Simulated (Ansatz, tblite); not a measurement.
Cost and result up the ladder for mu-NH2-B2H5 (B₂NH₇) (10 atoms). Charge 0, multiplicity 1. Geometry: PBE-D4/def2-TZVP.

Cartesian coordinates in Å:
```
B -0.939 0.001 -0.356
N 0.573 -0.190 -0.689
B 0.539 0.132 0.838
H -0.795 0.264 0.955
H -1.411 1.015 -0.794
H -1.574 -1.019 -0.368
H 0.868 -1.127 -0.950
H 0.998 0.509 -1.292
H 0.789 -0.810 1.540
H 0.953 1.225 1.115
```

Ansatz on 4 threads of Arm Neoverse V1 on a shared host; xTB runs through tblite on one thread. Times are rough, summed over both states, and most runs start from the orbitals of an earlier one. No level here is sound enough to serve as a yardstick. The other state is a triplet.

The xTB rows come from tblite.

xTB has no spin-polarisation term.

```csv
level,functions,wall time
GFN2-xTB,19,0.004 s
GFN1-xTB,26,0.008 s
PBE-D4/def2-TZVP,135,4 s
r2SCAN-D4/def2-TZVP,135,8.4 s
```

Estimate what each level gives for the vertical triplet (eV).


| level | vertical triplet (eV) |
| --- | --- |
| GFN2-xTB | 8.60 |
| GFN1-xTB | 8.94 |
| PBE-D4/def2-TZVP | 7.46 |
| r2SCAN-D4/def2-TZVP | 7.78 |
